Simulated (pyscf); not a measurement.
Single points on ωB97X-D3(BJ)/def2-SVP structures (PySCF, gas phase). Correlated levels are frozen-core, on RHF or UHF. ΔMP2 is the change of the MP2 total energy from the triple- to the quadruple-zeta basis.

Question: PBE/def2-TZVP puts the barrier of `[BH2][OH]` + `[CH2]=[CH2]` -> `[CH3][CH2][BH][OH]` (addition across a multiple bond or ene-type step; singlet surface; B–H broken, B–C, C–H formed) at 21.5 kJ/mol and the reaction energy at -153.4 kJ/mol, from the separated reactants. What do B3LYP-D3(BJ)/def2-TZVP, PBE0-D3(BJ)/def2-TZVP, CCSD(T)/def2-TZVPP + ΔMP2(QZVPP) give on the same structures?

Answer: B3LYP-D3(BJ): ΔE‡ = 56.6 kJ/mol, ΔE = -144.1 kJ/mol; PBE0-D3(BJ): ΔE‡ = 19.9 kJ/mol, ΔE = -170.4 kJ/mol; CCSD(T): ΔE‡ = 56.6 kJ/mol, ΔE = -148.4 kJ/mol. PBE's barrier lies among them. Its reaction energy lies among theirs. At the saddle there is also a short B–C contact that neither side keeps. H₃C–CH₂–BH–OH lies 57.3 kJ/mol over its isomer H₃C–B(CH₃)–OH, and others may lie lower still (electronic energy, ωB97M-D3(BJ)). One saddle was located; it need not be the lowest between these sides. The CCSD(T) − MP2 part came from Ansatz, without density fitting, on the same reference.
